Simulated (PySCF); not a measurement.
Species: C4H4F2.
Numbering: `[F:1][C:2]1=[C:3]([F:4])[CH2:5][CH2:6]1` (hydrogens: H7, H8 on C5; H9, H10 on C6)

Level: PBE0/def2-SVPD in PySCF, non-relativistic, on one gas-phase PBE0-D3(BJ)/def2-SVP geometry that isn't relaxed in the solvent. The solvent is an IEF-PCM continuum (van der Waals radii × 1.2), and excitations are vertical TDDFT with non-equilibrium linear response and a frozen core. The model holds no explicit solvent molecules, cavitation or dispersion.

Gas-phase singlets (H = HOMO, L = LUMO):

| state | E (eV) | λ (nm) | f | leading configuration |
| --- | --- | --- | --- | --- |
| S1 | 6.430 | 193 | 0.004 | H→L 92% |
| S2 | 6.989 | 177 | 0.029 | H→L+2 92% |
| S3 | 7.180 | 173 | 0.000 | H→L+3 99% |
| S4 | 7.592 | 163 | 0.230 | H→L+1 94% |
| S5 | 8.153 | 152 | 0.056 | H→L+4 99% |

Question: Give the list for chloroform (ε = 4.711), n² = 2.09.

Answer: 
```json
{"state": "S1", "E (eV)": "6.334", "λ (nm)": "196", "f": "0.010", "leading configuration": "H→L 97%", "change by rank (eV)": "-0.096"}
{"state": "S2", "E (eV)": "7.126", "λ (nm)": "174", "f": "0.029", "leading configuration": "H→L+2 98%", "change by rank (eV)": "+0.137"}
{"state": "S3", "E (eV)": "7.202", "λ (nm)": "172", "f": "0.000", "leading configuration": "H→L+3 99%", "change by rank (eV)": "+0.022"}
{"state": "S4", "E (eV)": "7.503", "λ (nm)": "165", "f": "0.291", "leading configuration": "H→L+1 95%", "change by rank (eV)": "-0.089"}
{"state": "S5", "E (eV)": "8.262", "λ (nm)": "150", "f": "0.063", "leading configuration": "H→L+4 99%", "change by rank (eV)": "+0.109"}
```

Question: How do the frontier levels move from gas to chloroform?

Answer: 
| orbital | gas (eV) | solvent (eV) | change (eV) |
| --- | --- | --- | --- |
| LUMO+2 | 1.10 | 1.31 | +0.21 |
| LUMO+1 | 0.85 | 0.96 | +0.11 |
| LUMO | 0.69 | 0.75 | +0.06 |
| HOMO | -7.10 | -7.01 | +0.09 |
| HOMO-1 | -10.18 | -10.06 | +0.12 |
| HOMO-2 | -10.60 | -10.42 | +0.18 |
| HOMO-3 | -10.69 | -10.45 | +0.24 |

The HOMO–LUMO gap goes from 7.80 to 7.76 eV. Rows go by rank; for HOMO-3, HOMO-2, LUMO, LUMO+1 and LUMO+2 the atom shares or the degeneracy differ between the runs, so the row needn't follow one orbital.
